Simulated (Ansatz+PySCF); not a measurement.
**triplet O2: levels of theory in one basis**

```xyz
2

O     0.0000    0.0000   -0.5466
O     0.0000    0.0000    0.5466
```

Basis set: def2-SVP (spherical functions). Left uncorrelated: 2 orbitals. Correlation on ROHF uses semicanonical orbitals with singles. Charge 0, multiplicity 3.

Computed with Ansatz (development build ahead of 0.2.0); each method stands on the lowest determinant of its kind that the runs found. NEVPT2 correlates all electrons. Active spaces start from the frontier orbitals, and the lowest solution found is given.

```json
{"method": "ROHF", "E − E(ROHF) (eV)": "0.00", "<S²> of the determinant": "2.00"}
{"method": "UHF", "E − E(ROHF) (eV)": "-0.48", "<S²> of the determinant": "2.03"}
{"method": "ROHF-MP2", "E − E(ROHF) (eV)": "-9.44", "<S²> of the determinant": "–"}
{"method": "UHF-MP2", "E − E(ROHF) (eV)": "-9.16", "<S²> of the determinant": "2.03"}
{"method": "ROHF-CCSD", "E − E(ROHF) (eV)": "-9.39", "<S²> of the determinant": "–"}
{"method": "UHF-CCSD", "E − E(ROHF) (eV)": "-9.42", "<S²> of the determinant": "2.03"}
{"method": "ROHF-CCSD(T)", "E − E(ROHF) (eV)": "-9.61", "<S²> of the determinant": "–"}
{"method": "UHF-CCSD(T)", "E − E(ROHF) (eV)": "-9.61", "<S²> of the determinant": "2.03"}
{"method": "CASSCF(12,8)", "E − E(ROHF) (eV)": "-2.19", "<S²> of the determinant": "–"}
```

(1) What does SC-NEVPT2(12,8) give on the same scale?

(2) Is a single determinant a sound starting point here?

Answers

(1) -8.58 eV. NEVPT2 here correlates all electrons, so it doesn't share the others' frozen core.

(2) By this sign, yes. Unrestricted orbitals gain 0.48 eV and <S²> is 2.03 against 2.00 for a pure state. The CASSCF(12,8) natural occupations are 2.00, 2.00, 1.98, 1.97, 1.97, 1.02, 1.02, 0.03.
